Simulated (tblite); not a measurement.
A structure optimised at GFN2-xTB (Å):
```
F 
C   1  1.3366
S   2  1.7477  1  117.27
C   3  1.8284  2   88.78  1  -176.96
C   4  1.5150  3  107.57  2   -48.36
S   2  1.7581  1  115.84  3   141.50
H   4  1.0900  3  107.63  2    72.03
H   4  1.0879  3  108.20  2  -169.04
H   5  1.0885  4  111.70  3   161.43
H   5  1.0909  4  111.34  3   -75.80
```
Z-matrix in Å and degrees, rows numbered from 1.

Doublet state.

Which heavy atoms are bonded, and with what formal order?

F1–C2 (single); C2–S3 (single); S3–C4 (single); C4–C5 (single); C5–S6 (single); C2–S6 (single). Hydrogens: H7, H8 on C4; H9, H10 on C5.

Write the SMILES.

`F[C]1SCCS1`, C3H4FS2.

What is the point group of this geometry?

C1 (no symmetry element, even within 0.4 Å).

Which rings does it hold?

C2–S3–C4–C5–S6 (5 members, 0.24 Å rms from planarity).

Classify the heavy atoms.

F1: fluorine bonded to C; C2: carbon bonded to F and 2 S; S3/S6: sulfur bonded to 2 C; C4/C5: carbon bonded to C, S and 2 H.

What is the arrangement about C2?

It has 3 neighbours (F1, S3, S6) and has angles 117.3°, 115.8° and 115.2°, sum 348.3°, 0.32 Å off the plane of its three neighbours.

What is the arrangement about S3?

It has 2 neighbours (C2, C4) and is bent (angle 88.8°).

All values are computed, not measured.
